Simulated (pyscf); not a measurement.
## Routes from `[O]=[Si]([OH])[OH]` + `[H][H]`

Candidate steps break at most two bonds and form at most two. Each was searched with GFN2-xTB (tblite) first. Optimised with ωB97X-D3(BJ)/def2-SVP in PySCF. Energies: ωB97M-D3(BJ)/def2-TZVP, kJ/mol, from the separated reactants, singlet surface; ΔG‡ with ideal gas, 1 atm, RRHO with modes under 100 cm⁻¹ raised to 100, one conformer, R ln 2 for chiral ones without a mode under 150 cm⁻¹.

```csv
products,type,ΔE‡,ΔE,ΔG‡ 298 K,ΔG‡ 900 K,ν‡ (cm⁻¹)
HO–SiH(OH)–OH,addition across a multiple bond or ene-type step,63.0,-188.3,99.6,171.1,1247i
O=Si(OH)–OH + H₂,"concerted two-bond exchange (H–O, H–H broken, H–O, H–H formed)",141.6,0.0,171.6,250.1,1927i
O=SiH–OH + H₂O,four-centre exchange,142.6,+95.5,178.5,248.1,1438i
O=Si(OH)–OH + H₂,"four-centre exchange (H–O, H–H broken, H–O, H–H formed)",295.3,0.0,323.3,387.3,2658i
H₂O + HO–Si:–OH [singlet],concerted two-bond exchange,337.4,+54.3,363.1,430.1,1411i
```

Row 3: On the product side the descent ends in an adduct with a O–Si contact, 71.0 kJ/mol under the separated species and 117.5 kJ/mol under the saddle at ωB97X-D3(BJ)/def2-TZVP. Row 5: On the product side the descent ends in a complex (not fully relaxed), 24.8 kJ/mol under the separated species and 312.8 kJ/mol under the saddle at ωB97X-D3(BJ)/def2-TZVP. 

Plain bond fissions and candidates not yet searched are not listed, and one of them may be faster. Each barrier is that of the saddle found; lower ones may exist. One closed-shell reference is unstable to symmetry breaking; treat the single-reference values with care.
